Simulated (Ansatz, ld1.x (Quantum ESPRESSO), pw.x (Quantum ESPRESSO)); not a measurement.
## Which Al potential is closest to all-electron in the diamond crystal?

All use PBEsol, scalar-relativistic, no spin, cutoffs from each file’s atomic test, pw.x 7.5; 8³ k-points, Fermi–Dirac smearing 0.01 Ry. Δ is the rms difference from all-electron LAPW of the E(V) curves that follow from fits to the pressures, over ±6 % in volume. Mesh and smearing are coarse and serve the comparison alone. The files are a selection: those with a ghost or negative overlap were mostly not run, and those with noisy or unconverged pressures or nearly equal Δ are left out.

All-electron: a0 = 5.998 Å (V0 = 26.97 Å³/atom), B0 = 39.5 GPa.

**Question.** Rank them by Δ, smallest first.
A. norm-conserving RRKJ (Kleinman–Bylander form), ld1.x (Quantum ESPRESSO) 7.5, PBEsol; core [Ne], reference 3s1 3p0; waves: 3s (bound): rc 1.80 bohr; 3p (bound, empty): rc 1.75 bohr; local part: all-electron potential smoothed inside 1.65 bohr (lloc = -1); core correction: a·sin(br)/r model core inside 1.15 bohr; rho0 0.001.
B. norm-conserving Troullier–Martins (Kleinman–Bylander form), ld1.x (Quantum ESPRESSO) 7.5, PBEsol; core [Ne], reference 3s1 3p0; waves: 3s (bound): rc 1.80 bohr; 3p (bound, empty): rc 2.15 bohr; local part: all-electron potential smoothed inside 1.40 bohr (lloc = -1); core correction: a·sin(br)/r model core, default radius (core density twice the valence density).
C. PAW, ld1.x (Quantum ESPRESSO) 7.5, PBEsol; core [Ne], reference 3s2 3p1; waves: 3s (bound): rcut 2.05, rcutus 2.25 bohr; 3s channel at 1.1 Ry: rcut 2.05, rcutus 2.25 bohr; 3p (bound): rcut 1.55, rcutus 2.15 bohr; 3p channel at 0.85 Ry: rcut 1.55, rcutus 2.15 bohr; 3d channel at -0.1 Ry: rcut 1.45, rcutus 1.95 bohr; local part: all-electron potential smoothed inside 1.95 bohr (lloc = -1); core correction: Bessel-smoothed model core inside 1.05 bohr; augmentation: PSQ, radius 1.45 bohr.
D. ultrasoft, ld1.x (Quantum ESPRESSO) 7.5, PBEsol; core [Ne], reference 3s1 3p2; waves: 3s (bound): rcut 2.30, rcutus 2.50 bohr; 3s channel at -0.1 Ry: rcut 2.30, rcutus 2.50 bohr; 3p (bound): rcut 2.55, rcutus 3.00 bohr; 3p channel at 0.1 Ry: rcut 2.55, rcutus 3.00 bohr; 3d channel at 0.25 Ry: rcut 2.55, rcutus 2.90 bohr; local part: all-electron potential smoothed inside 2.85 bohr (lloc = -1); core correction: none; augmentation: PSQ, inside the norm-conserving radii.

**Answer.** C (0.3 meV/atom), D (1.0 meV/atom), A (2.2 meV/atom), B (4.0 meV/atom).
